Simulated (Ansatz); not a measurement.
Geometry optimisation, Ansatz 0.2.0, RKS B3LYP/6-31G.

The input (input.yaml):

```yaml
crystal:
  periodic: [false, false, false]
  atoms:
    - { symbol: Al, position_ang: [-0.764753, 0.406667, -0.351469] }
    - { symbol: S, position_ang: [1.13889, 1.111856, 0.649708] }
    - { symbol: O, position_ang: [-0.553507, -1.320678, -0.130871] }
    - { symbol: H, position_ang: [0.244484, -1.415409, 0.425671] }
    - { symbol: H, position_ang: [-1.973283, 1.214544, -0.959039] }
    - { symbol: H, position_ang: [1.908068, 0.00312, 0.366001] }
basis:
  gaussian: { orbitals: "6-31G" }
hamiltonian:
  xc: b3lyp
relax:
  f_tol: 0.03
  max_steps: 50
```

Run as:

```bash
$ ansatz run input.yaml --threads 1 --pin off --max-ram 2048MiB --backend cpu --events-out ev --progress --plain --runs-dir out
```

**Question.** Where does it end, and by what steps?

**Answer.** It converged. Limits of this set-up: no polarisation functions. After 7 steps the energy has fallen by 0.580 eV; H4 moved furthest, 1.01 Å.

```tsv
step	energy less start (eV)	largest force component (eV/Å)	accepted
0	0.0000	0.891	yes
1	-0.2162	0.616	yes
2	-0.3193	1.140	yes
3	-0.4565	0.474	yes
4	-0.5426	0.585	yes
5	-0.5609	0.866	yes
6	-0.5785	0.090	yes
7	-0.5804	0.027	yes
```

```xyz
6
Properties=species:S:1:pos:R:3
Al -0.582 0.345 -0.246
S 1.285 1.527 0.272
O -0.675 -1.344 -0.085
H -0.318 -2.201 0.142
H -1.819 1.161 -0.792
H 2.109 0.511 0.709
```

Time of the run: 12 s on 1 thread of Intel(R) Xeon(R) Platinum 8488C (Sapphire Rapids), on a shared host, peak memory 0.14 GiB.
